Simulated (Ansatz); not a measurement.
# BH3OS: single points off equilibrium

The task here is to estimate one member of a computed series from the others.

Method: single points in def2-TZVPP; program: Ansatz 0.2.0, Gaussian basis.

Correlated methods freeze the cores.

## The system as given

SMILES `BSO`, 6 atoms, charge 0, spin multiplicity 1.

Atoms are counted from 1 here; the program's logs count them from 0.

Bond lengths: B1–S2 1.604 Å, B1–H4 1.227 Å, B1–H5 0.897 Å, S2–O3 1.652 Å, O3–H6 0.838 Å. Angles: S2–B1–H4 107.2°, S2–B1–H5 120.8°, H4–B1–H5 129.7°, B1–S2–O3 102.4°, S2–O3–H6 115.8°.

Geometry (Å):

```mol
BH3OS
  3D, bonds by distance, orders not assigned

  6  5  0  0  0  0  0  0  0  0999 V2000
   -0.9031    0.0412   -0.4652 B   0  0
    0.4471   -0.7759   -0.1806 S   0  0
    1.2269    0.1967    0.9027 O   0  0
   -1.5556   -0.6074   -1.2773 H   0  0
   -0.9773    0.9027   -0.2277 H   0  0
    1.9322   -0.1154    1.2315 H   0  0
  1  2  8  0
  1  4  8  0
  1  5  8  0
  2  3  8  0
  3  6  8  0
M  END
```

The first run:

run/in.yaml reads:

```yaml
crystal:
  periodic: [false, false, false]
  atoms:
    - {symbol: B, position_ang: [-0.903100, 0.041200, -0.465200]}
    - {symbol: S, position_ang: [0.447100, -0.775900, -0.180600]}
    - {symbol: O, position_ang: [1.226900, 0.196700, 0.902700]}
    - {symbol: H, position_ang: [-1.555600, -0.607400, -1.277300]}
    - {symbol: H, position_ang: [-0.977300, 0.902700, -0.227700]}
    - {symbol: H, position_ang: [1.932200, -0.115400, 1.231500]}
basis:
  gaussian: {orbitals: def2-TZVPP}
correlation: {method: ccsd_t}
output: {forces: true}
```

No record of the launch command was kept for these runs.

Among the steps run: CCSD(T)/def2-TZVPP; PBE0-D4/def2-TZVPP; wB97M-V/def2-TZVPP; r2SCAN-D4/def2-TZVPP; PBE-D4/def2-TZVPP; BHLYP-D4/def2-TZVPP; r2SCAN0-D4/def2-TZVPP.

One of the session's tables, all rows but one given; the rest of the session is left out.

| method | RMS force component (eV/Å) | angle to CCSD(T) forces (°) | dipole (D) |
| --- | --- | --- | --- |
| CCSD(T) | 6.127 | reference | 1.58 |
| PBE0-D4 | 6.112 | 1.9 | 1.53 |
| wB97M-V | 6.056 | 1.4 | 1.52 |
| r2SCAN-D4 | 6.088 | 1.7 | 1.57 |
| PBE-D4 | 6.161 | 2.2 | 1.66 |
| BHLYP-D4 | 5.980 | 2.3 | 1.39 |
| r2SCAN0-D4 | ? | ? | ? |

Estimate the missing values for r2SCAN0-D4.

**Answer.** RMS force component (eV/Å): 6.056; angle to CCSD(T) forces (°): 2.2; dipole (D): 1.48.
